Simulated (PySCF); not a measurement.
**Computed NMR parameters against published values**

Cartesian coordinates in Å; atom numbers follow the order of the lines, from 1:
```xyz
19

C     1.8006   -0.9129   -0.6631
N     0.9586   -0.5996    0.4639
C    -0.2999    0.1040    0.2146
C    -0.1015    1.4617   -0.4766
C    -1.2132   -0.7790   -0.6366
C    -0.9473    0.3226    1.5810
H     2.1268   -0.0470   -1.2786
H     2.7098   -1.4183   -0.3032
H     1.2967   -1.6208   -1.3394
H     1.4906   -0.0820    1.1593
H     0.3466    1.3467   -1.4755
H    -1.0595    1.9894   -0.6038
H     0.5626    2.1079    0.1207
H    -1.3260   -1.7689   -0.1697
H    -2.2085   -0.3207   -0.7363
H    -0.8150   -0.9212   -1.6527
H    -1.9208    0.8261    1.4842
H    -1.0931   -0.6410    2.0909
H    -0.3075    0.9530    2.2211
```

The experiment to reproduce: δ $^{13}$C C3 50.4; C4/C5/C6 28.2 ppm (measured; solution, not stated per compound (mostly CDCl3 or CCl4); Pretsch, Buehlmann, Badertscher, Structure Determination of Organic Compounds, 4th ed. (2009)).

[PySCF 2.14: geometry from PBE0-D3(BJ)/def2-SVP; shielding tensors at PBE/pcSseg-1 (GIAO); averaged over atoms made equivalent by symmetry, fast rotation or ring inversion; no solvent; one computed conformer; non-relativistic Hamiltonian]

**Question.** How close does the calculation come?

**Answer.** 
Reference values: measured (solution, not stated per compound (mostly CDCl3 or CCl4); Pretsch, Buehlmann, Badertscher, Structure Determination of Organic Compounds, 4th ed. (2009)).
```json
{"atoms": "C3", "quantity": "δ $^{13}$C", "reference": "50.4", "computed": "51.9", "computed, scaled": "50.2"}
{"atoms": "C4/C5/C6", "quantity": "δ $^{13}$C", "reference": "28.2", "computed": "29.9", "computed, scaled": "28.4"}
```

Computed shifts are σ(ref) − σ with the named reference compound (TMS for H and C) calculated as an isolated molecule at the same level. The measured values may be among those fitted. Empirical linear scaling, fitted to shifts measured mostly in CDCl3 for H and C (δ vs TMS): $^{13}$C (scatter 1.8 ppm rms, 2.0 ppm with the 1 outlier that the fit left out). A few per cent of atoms miss by over 2 rms, more outside the fitted compound classes.

**Question.** How far are the unscaled $^{13}$C shifts from the references?

**Answer.** Mean signed difference +1.60 ppm, mean absolute 1.60 ppm over 2 comparisons; the largest is +1.7 ppm at C4/C5/C6 (methyl carbon).

2 of the 4 published NMR values on file for this molecule are compared.

The carbons averaged at δ 29.9 differ by 9 ppm in this conformer.
